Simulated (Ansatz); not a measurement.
C4H5N can be A, `C/C=C/C#N`, or B, `c1cc[nH]c1`.

Calculated with Ansatz (gas phase, PBE0-D4/def2-TZVP geometries, no zero-point term in ΔE). CCSD(T)/CBS adds triple-zeta CCSD(T) − MP2 to the extrapolated MP2 energy (def2 sets, frozen cores). This one scheme is used for every species. Functionals use def2-TZVPP.

Q: Which isomer does CCSD(T)/CBS put lower? Give the gap. (Best estimate.)

A: Ansatz gave: B, by 48.8 kJ/mol.

Q: Give E(B) − E(A) in kJ/mol with B2PLYP, CCSD(T)/def2-TZVPP, CCSD/def2-TZVPP, PBE-D4, HF/def2-TZVPP, CCSD(T)/def2-SVP, r2SCAN-D4. (Best estimate.)

A: Computed: B2PLYP -42.7, CCSD(T)/def2-TZVPP -38.5, CCSD/def2-TZVPP -34.1, PBE-D4 -71.8, HF/def2-TZVPP -9.7, CCSD(T)/def2-SVP -36.5, r2SCAN-D4 -67.2. None reverses the order clearly.

Q: Does the order hold for the free energy at 298.15 K (harmonic terms from PBE0-D4)? (An estimate is asked.)

A: Ansatz gave: Yes: G(B) − G(A) = -32.2 kJ/mol.

Largest T1 diagnostic: 0.013.

Leaving LDA and LC-ωPBE aside and taking each functional with its dispersion term where it has one, the values, not all of them listed here, spread over 43.2 kJ/mol, from PBE0-D4 to BLYP-D4. LDA lies −58.9 kJ/mol from PBE without D4. From PBE to PBE0 (25 % exact exchange), in def2-TZVPP and without D4, E(B) − E(A) moves by −9.7 kJ/mol.
